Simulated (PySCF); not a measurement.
Compound: trifluoroacetaldehyde, C2HF3O.
SMILES with atom numbers: `[O:1]=[CH:2][C:3]([F:4])([F:5])[F:6]` (hydrogens: H7 on C2)

Method used: PBE0-D3(BJ)/def2-TZVP geometry optimisation, gas phase in PySCF.

**Question.** List the bond lengths, angles and torsions at this level.

**Answer.** 
```csv
bond,length (Å)
O1=C2,1.189
C2–C3,1.538
"C3–F4, C3–F6",1.337
C3–F5,1.318
C2–H7,1.107
```

Bonds in one row agree within 0.01 Å and their mean is given. A selection of angles:
```csv
angle,degrees
O1–C2–C3,122.7
O1–C2–H7,124.1
C3–C2–H7,113.2
C2–C3–F4,109.2
C2–C3–F5,112.7
F4–C3–F5,109.0
F4–C3–F6,107.9
```

Dihedral angles: O1–C2–C3–F4 126° (anticlinal). The mirror-image conformer, all signs reversed, is as good.

Point group: near Cs, missed by 0.12 Å at most; the miss may be what the optimiser left on a soft mode. Whether it is a minimum is left open (no frequencies).

The run took 62 s wall on Arm Neoverse V1, one thread, shared host with 32 logical CPUs at a one-minute load of 30, and the process peaked at 0.83 GiB of memory. These figures are those of the optimisation.
